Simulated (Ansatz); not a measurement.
This geometry of CH₆BN (9 atoms, charge 0, multiplicity 1) is a first-order saddle point.

Method: RKS r2SCAN-D4/def2-SVP in Ansatz.

```xyz
9
Properties=species:S:1:pos:R:3
C -0.550 0.802 -0.482
B 0.477 -0.374 -0.328
N 0.737 -1.111 0.920
H -1.391 0.402 -1.084
H -0.146 1.626 -1.096
H -0.969 1.205 0.454
H 1.079 -0.725 -1.329
H 1.013 -0.430 1.637
H -0.162 -1.441 1.290
```

(1) Which two structures does it join? (They come from a converged band through this point; their orientation in space is the band's.)

(2) How far does it lie above each of them?

## Answers

(1) No bond is made or broken. The dihedral C1–B2–N3–H8 goes from 180 to 0°. The two ends are copies of one structure, up to a mirror image or an exchange of like atoms.

Initial state:

```xyz
9
Properties=species:S:1:pos:R:3
C -0.669 0.761 -0.592
B 0.459 -0.283 -0.255
N 0.596 -0.847 1.015
H -1.295 0.392 -1.423
H -0.223 1.702 -0.957
H -1.334 1.004 0.254
H 1.257 -0.636 -1.102
H 1.315 -1.520 1.252
H -0.016 -0.620 1.792
```

Final state:

```xyz
9
Properties=species:S:1:pos:R:3
C -0.669 0.761 -0.591
B 0.461 -0.281 -0.254
N 0.595 -0.848 1.015
H -1.297 0.388 -1.419
H -0.225 1.701 -0.964
H -1.331 1.008 0.255
H 1.261 -0.629 -1.100
H -0.020 -0.625 1.790
H 1.314 -1.521 1.251
```

(2) 1.31 eV above the first and 1.31 eV above the second. This is the barrier of this one path; another mechanism may lie lower.

Run time: 4.7 min on 1 thread of Arm Neoverse V2, with other jobs on the host, peak memory 0.13 GiB.
